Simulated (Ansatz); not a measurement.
We consider hcp Y, described by PBEsol in Ansatz (PAW).

Numerical settings: plane-wave cutoff 520 eV, 18×18×10 k mesh (along the axes of the cell as run), Fermi–Dirac smearing 0.05 eV, scalar-relativistic PAW data made under PBE.

Computed at the level's own relaxed cell.

Task: Give the computed bulk modulus B0, lattice constant a, volume per atom and c axis length.

Result: 
* **bulk modulus B0**: 42.3 GPa
* **lattice constant a**: 3.598 Å
* **volume per atom**: 31.33 Å³/atom
* **c axis length**: 5.590 Å

The run finds no gap.

Measured, for comparison: bulk modulus 41.7 GPa (zero-point energy and finite temperature contributions removed, our sources range from 37.3 to 41.7; as tabulated in doi:10.1021/acs.jctc.3c00612); lattice constant a 3.648 Å, lattice parameter c 5.732 Å (293 K, no zero-point or thermal correction; as tabulated in Wikipedia's data pages). Computed (rounded) less measured: bulk modulus +1 % (+1 % to +13 % over the range), lattice constant a -1.4 %, lattice parameter c -2.5 %. A static lattice is as a rule a little smaller and stiffer than an uncorrected measurement, which narrows the difference in the lattice constant a and would widen misses of the other sign.

Note: the bulk modulus comes from volumes at which shape and atoms were relaxed.

Computed values are for the static lattice.

Ansatz is a first-principles code.
